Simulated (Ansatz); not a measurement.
La (dhcp): energy against volume

Computed with DFT, LDA (PW92), plane waves (420 eV) with PAW, scalar-relativistic (Ansatz 0.2.0). The PAW files were generated under PBE, with cores re-solved for the functional.

The cell is scaled uniformly from the relaxed one, with fractional coordinates and shape fixed. Energies are extrapolated to zero smearing, pressures are those at the given smearing. Magnetic state: spin not included.

A Birch-Murnaghan fit gives V₀ = 32.15 Å³/atom, B₀ = 30 GPa, B₀′ = 2.9.

(1) What are the energy above the minimum and the pressure at 28.519 Å³/atom?

(2) What are the energy above the minimum and the pressure at 29.816 Å³/atom?

(3) What are the energy above the minimum and the pressure at 33.705 Å³/atom?

Results:

(1) 44.1 meV/atom and 4.35 GPa as computed.

(2) 17.2 meV/atom and 2.61 GPa as computed.

(3) 6.5 meV/atom and -1.15 GPa as computed.
